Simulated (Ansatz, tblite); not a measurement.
Removing an electron: AlH2(CCH) (C₂H₃Al). The state is a singlet with charge 0. Geometry: PBE-D4/def2-TZVP. Ansatz, gas phase; energy differences of separate SCF runs; the oxidised species was run as a doublet alone.

Cartesian coordinates in Å:
```
Al -0.677 1.057 -0.287
H -2.217 0.902 -0.646
H 0.060 2.466 -0.270
C 0.329 -0.511 0.141
C 0.971 -1.516 0.412
H 1.534 -2.398 0.650
```

The xTB rows come from tblite. Correlated methods freeze 7 core orbitals. In CCSD on the charge 1 doublet the largest single amplitude is 0.23, so its Hartree–Fock determinant may place the open shell otherwise than the density functionals do.

| level | −HOMO (eV) | vertical IE (eV) | −LUMO (eV) | HOMO–LUMO gap (eV) | remarks |
| --- | --- | --- | --- | --- | --- |
| GFN2-xTB | 11.23 | 14.47 | 6.22 | 5.00 | – |
| PBE-D4/def2-TZVP | 6.83 | 9.88 | 2.67 | 4.16 | – |
| r2SCAN-D4/def2-TZVP | 7.07 | 9.96 | 2.37 | 4.70 | – |
| CCSD(T)/def2-TZVPP | – | 10.63 | – | – | large T1 (0.048) (+1 doublet) |

Estimate the rows for GFN1-xTB, PBE0-D4/def2-TZVP, CCSD/def2-TZVPP.


```json
{"level": "GFN1-xTB", "−HOMO (eV)": "12.11", "vertical IE (eV)": "15.22", "−LUMO (eV)": "6.17", "HOMO–LUMO gap (eV)": "5.94", "remarks": "–"}
{"level": "PBE0-D4/def2-TZVP", "−HOMO (eV)": "8.02", "vertical IE (eV)": "10.16", "−LUMO (eV)": "1.88", "HOMO–LUMO gap (eV)": "6.13", "remarks": "–"}
{"level": "CCSD/def2-TZVPP", "−HOMO (eV)": "–", "vertical IE (eV)": "10.50", "−LUMO (eV)": "–", "HOMO–LUMO gap (eV)": "–", "remarks": "large T1 (0.048) (+1 doublet)"}
```

Run but left out: HF/def2-TZVPP, MP2/def2-TZVPP (charge +1 doublet: a determinant that CCSD turns far, T1 0.048).  Raw xTB energy differences between charge states are shifted by several eV; the methods need an empirical correction for them.
